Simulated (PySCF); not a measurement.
Species: 2-methyl-2-pentene, C₆H₁₂.
Z-matrix (Å and degrees, GFN2-xTB geometry), rows numbered from 1:
```
C 
C   1  1.5300
C   2  1.4984  1  110.87
C   3  1.3270  2  127.90  1  -104.96
C   4  1.5019  3  121.20  2   179.71
C   4  1.5002  3  125.18  2    -0.84
H   1  1.0881  2  110.56  3  -177.71
H   1  1.0878  2  110.28  3    62.08
H   1  1.0879  2  110.42  3   -57.57
H   2  1.0935  1  108.85  3   119.53
H   2  1.0900  1  109.42  3  -123.08
H   3  1.0835  2  113.78  1    73.33
H   5  1.0898  4  110.19  3   120.92
H   5  1.0867  4  111.41  3     0.29
H   5  1.0899  4  110.26  3  -120.41
H   6  1.0849  4  112.44  3     8.24
H   6  1.0895  4  109.74  3   128.92
H   6  1.0904  4  109.98  3  -112.84
```

Theory: CAM-B3LYP/def2-SVPD in PySCF (dipole) on a GFN2-xTB geometry, gas phase.

Masses are those of the commonest isotopes; rigid-rotor values at the optimised geometry. The values belong to one conformer with, in the numbering `[CH3:1][CH2:2][CH:3]=[C:4]([CH3:5])[CH3:6]`, C1–C2–C3–C4 -105°.

Problem. What are A, B and C (MHz)?

Solution. Ia = 78.74, Ib = 260.83, Ic = 299.87 u·Å²; 505379 MHz·u·Å²/I gives A = 6418, B = 1938, C = 1685 MHz.

Problem. What kind of rotor is it?

Solution. An asymmetric top: κ = (2 × 1938 − 6418 − 1685)/(6418 − 1685) = -0.89.

Problem. What does the inertial defect say?

Solution. Not planar: Δ = Ic − Ia − Ib = -39.70 u·Å². For a rigid frame Δ = −2 Σ m c², so Σ m c² = 19.85 u·Å² lies off the ab plane: 9.36 from hydrogen and 10.50 from heavier atoms. The atom farthest from that plane is 1.47 Å away.

Problem. Where do the levels up to J = 4 lie, in cm⁻¹?

Solution. Above 0(0,0):
J = 1: 1(0,1) 0.1208, 1(1,1) 0.2703, 1(1,0) 0.2787
J = 2: 2(0,2) 0.3622, 2(1,2) 0.5036, 2(1,1) 0.5288, 2(2,1) 0.9772, 2(2,0) 0.9775
J = 3: 3(0,3) 0.7234, 3(1,3) 0.8533, 3(1,2) 0.9038, 3(2,2) 1.3397, 3(2,1) 1.3415, 3(3,1) 2.1082, 3(3,0) 2.1083
J = 4: 4(0,4) 1.2033, 4(1,4) 1.3192, 4(1,3) 1.4033, 4(2,3) 1.8228, 4(2,2) 1.8280, 4(3,2) 2.5923, 4(3,1) 2.5924, 4(4,1) 3.6673, 4(4,0) 3.6673
Those of J = 1 are B + C, A + C and A + B.

Problem. Which types of transition are allowed, and where do some lines up to J = 3 fall?

Solution. The dipole components are |μa| = 0.13 D, |μb| = 0.22 D, |μc| = 0.01 D. Intensities carry the squares of the components, which stand as 0.33 : 1.00 : 0.00 (a : b : c). Some lines, for components of 0.1 D or more:

```json
{"type": "a", "branch": "Q", "J(Ka,Kc)": "2(1,1) ← 2(1,2)", "MHz": "757", "lower level (cm⁻¹)": "0.504"}
{"type": "b", "branch": "R", "J(Ka,Kc)": "2(0,2) ← 1(1,1)", "MHz": "2755", "lower level (cm⁻¹)": "0.270"}
{"type": "a", "branch": "R", "J(Ka,Kc)": "1(0,1) ← 0(0,0)", "MHz": "3623", "lower level (cm⁻¹)": "0.000"}
{"type": "b", "branch": "Q", "J(Ka,Kc)": "1(1,0) ← 1(0,1)", "MHz": "4733", "lower level (cm⁻¹)": "0.121"}
{"type": "b", "branch": "Q", "J(Ka,Kc)": "2(1,1) ← 2(0,2)", "MHz": "4995", "lower level (cm⁻¹)": "0.362"}
{"type": "b", "branch": "R", "J(Ka,Kc)": "3(0,3) ← 2(1,2)", "MHz": "6589", "lower level (cm⁻¹)": "0.504"}
{"type": "a", "branch": "R", "J(Ka,Kc)": "2(1,2) ← 1(1,1)", "MHz": "6994", "lower level (cm⁻¹)": "0.270"}
{"type": "a", "branch": "R", "J(Ka,Kc)": "2(1,1) ← 1(1,0)", "MHz": "7498", "lower level (cm⁻¹)": "0.279"}
{"type": "b", "branch": "R", "J(Ka,Kc)": "1(1,1) ← 0(0,0)", "MHz": "8103", "lower level (cm⁻¹)": "0.000"}
{"type": "a", "branch": "R", "J(Ka,Kc)": "3(1,3) ← 2(1,2)", "MHz": "10484", "lower level (cm⁻¹)": "0.504"}
{"type": "a", "branch": "R", "J(Ka,Kc)": "3(0,3) ← 2(0,2)", "MHz": "10827", "lower level (cm⁻¹)": "0.362"}
{"type": "a", "branch": "R", "J(Ka,Kc)": "3(2,2) ← 2(2,1)", "MHz": "10869", "lower level (cm⁻¹)": "0.977"}
{"type": "a", "branch": "R", "J(Ka,Kc)": "3(2,1) ← 2(2,0)", "MHz": "10910", "lower level (cm⁻¹)": "0.978"}
{"type": "a", "branch": "R", "J(Ka,Kc)": "3(1,2) ← 2(1,1)", "MHz": "11240", "lower level (cm⁻¹)": "0.529"}
{"type": "b", "branch": "R", "J(Ka,Kc)": "2(1,2) ← 1(0,1)", "MHz": "11474", "lower level (cm⁻¹)": "0.121"}
{"type": "b", "branch": "Q", "J(Ka,Kc)": "3(2,1) ← 3(1,2)", "MHz": "13122", "lower level (cm⁻¹)": "0.904"}
{"type": "b", "branch": "Q", "J(Ka,Kc)": "2(2,0) ← 2(1,1)", "MHz": "13452", "lower level (cm⁻¹)": "0.529"}
{"type": "b", "branch": "Q", "J(Ka,Kc)": "3(2,2) ← 3(1,3)", "MHz": "14583", "lower level (cm⁻¹)": "0.853"}
{"type": "b", "branch": "R", "J(Ka,Kc)": "3(1,3) ← 2(0,2)", "MHz": "14723", "lower level (cm⁻¹)": "0.362"}
{"type": "b", "branch": "R", "J(Ka,Kc)": "2(2,0) ← 1(1,1)", "MHz": "21202", "lower level (cm⁻¹)": "0.270"}
{"type": "b", "branch": "Q", "J(Ka,Kc)": "3(3,0) ← 3(2,1)", "MHz": "22988", "lower level (cm⁻¹)": "1.341"}
{"type": "b", "branch": "Q", "J(Ka,Kc)": "3(3,1) ← 3(2,2)", "MHz": "23040", "lower level (cm⁻¹)": "1.340"}
{"type": "b", "branch": "R", "J(Ka,Kc)": "3(2,2) ← 2(1,1)", "MHz": "24310", "lower level (cm⁻¹)": "0.529"}
{"type": "b", "branch": "R", "J(Ka,Kc)": "3(2,1) ← 2(1,2)", "MHz": "25119", "lower level (cm⁻¹)": "0.504"}
{"type": "b", "branch": "R", "J(Ka,Kc)": "3(3,1) ← 2(2,0)", "MHz": "33898", "lower level (cm⁻¹)": "0.978"}
{"type": "b", "branch": "R", "J(Ka,Kc)": "3(3,0) ← 2(2,1)", "MHz": "33909", "lower level (cm⁻¹)": "0.977"}
```

Problem. Estimate the classical rotational partition function at 25 K, 50 K and 298.15 K.

Solution. Point group C1, symmetry number σ = 1; q = (√π/σ)·√((kT/h)³/(ABC)), k/h = 20836.6 MHz/K: 4600 at 25 K, 13000 at 50 K, 190000 at 298.15 K.

No GFN2-xTB frequencies stand behind this structure, so it isn't proved a minimum. Zero-point vibration and centrifugal distortion are left out. A rigid rotor knows nothing of internal rotation, which can split or shift real lines.

Hardware: one thread, x86-64 server (shared host). Cost: 35 s. This is the CAM-B3LYP/def2-SVPD job that gave the dipole, with the excitations it also computed.
